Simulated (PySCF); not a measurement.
# C6H10: the cost of one run

Programs: PySCF 2.14.0, with density-fitted response routines of our own. Each step states its level of theory. These are calculated values for one molecule, in the gas phase or a continuum, unless marked as measured. Atoms are numbered from 0 throughout.

## (1) The molecule as given

16 atoms, charge 0, multiplicity 1; geometry from: GFN2-xTB. The atoms were then displaced at random by about 0.01 Å, so the start is not that level's minimum.

Bonds of the start (Å): C0–C1 1.54, C1–C2 1.52, C2–C3 1.50, C3–C4 1.52, C4–C5 1.54, C4–C0 1.51, C5–C2 1.54, C0–H6 1.10, C0–H7 1.11, C1–H8 1.11, C1–H9 1.09, C2–H10 1.11, C3–H11 1.08, C3–H12 1.15, C4–H13 1.07, C5–H14 1.08, C5–H15 1.08.

## (2) Optimising the geometry at PBE0-D3(BJ)/def2-SVP

Job settings and geometry (Å):

```
{"job": {"xc": "PBE0", "basis": "def2-SVP", "d3": "d3bj", "grid": 1, "shake": 0.01, "kind": "geom"}, "charge": 0, "multiplicity": 1}
C     -0.443570     1.082400    -0.630050
C     -0.334980     0.957520     0.897050
C      0.207920    -0.463060     0.947300
C     -0.638990    -1.185700    -0.057910
C      0.048340    -0.276720    -1.062100
C      1.285110    -0.419060    -0.156980
H     -1.484440     1.271280    -0.949000
H      0.167760     1.918820    -1.038030
H      0.356960     1.694760     1.348700
H     -1.289530     1.044970     1.422310
H      0.429950    -0.875400     1.948200
H     -0.416450    -2.237960    -0.169350
H     -1.777020    -1.057180     0.042060
H      0.064630    -0.484660    -2.109040
H      2.000950     0.384700    -0.139550
H      1.804290    -1.357070    -0.282880
```

The run is started by

```
$ OMP_NUM_THREADS=1 python probes_run.py task.json out
```

This one command runs all jobs of the session in turn.

**Question.** How long does this first job take on 1 thread of Arm Neoverse N1, shared host, and how much memory does it need?

About 45 s, with a peak of 0.6 GiB.
